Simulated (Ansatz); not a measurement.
Ideal-gas functions of CH₄OS (`OCS`) at 500 K and 1 bar, from an Ansatz frequency run at PBE0-D4/def2-TZVP.

Molar mass 64.11 g/mol, point group C1 (symmetry number 1), electronic degeneracy 1, moments of inertia 13.986, 90.085, 97.939 u Å². Harmonic wavenumbers (cm⁻¹, unscaled): 185, 270, 383, 716, 806, 1055, 1093, 1215, 1260, 1395, 1493, 2710, 3024, 3071, 3835.

Use S(trans) = R[1.5 ln M + 2.5 ln T − 1.1517]; rotational temperatures θ = 24.2544 K / I; S(rot) = R[ln(√π/σ · √(T³/θAθBθC)) + 1.5]; for each mode x = 1.438777 ν̃/T, S = R[x/(eˣ − 1) − ln(1 − e⁻ˣ)] and H = RT x/(eˣ − 1); 1 cm⁻¹ = 0.0119627 kJ/mol; R = 8.31446 J/(mol·K).

By hand: the entropy, in J/(mol·K).

Translation 171.5. Rotation: θ = 1.7342, 0.2692, 0.2476 K, giving 103.7. Vibration, mode by mode: 13.65, 10.62, 7.91, 3.63, 2.96, 1.68, 1.54, 1.16, 1.05, 0.77, 0.61, 0.03, 0.01, 0.01, 0.00, in all 45.7. Electronic 0.0. Sum 320.9 J/(mol·K).

By hand: H − E and G − E in kJ/mol, counted from the electronic energy.

Zero-point energy ½ × 22511 × 0.0119627 = 134.6; thermal vibration 13.1; translation, rotation and pV give 4 RT = 16.6. H − E = 164.3 kJ/mol, and G − E = 164.3 − 500 × 320.9/1000 = 3.8 kJ/mol.

Vibration gives 14 % of the entropy. The sum counts one conformer and one mirror image; others add a mixing term.
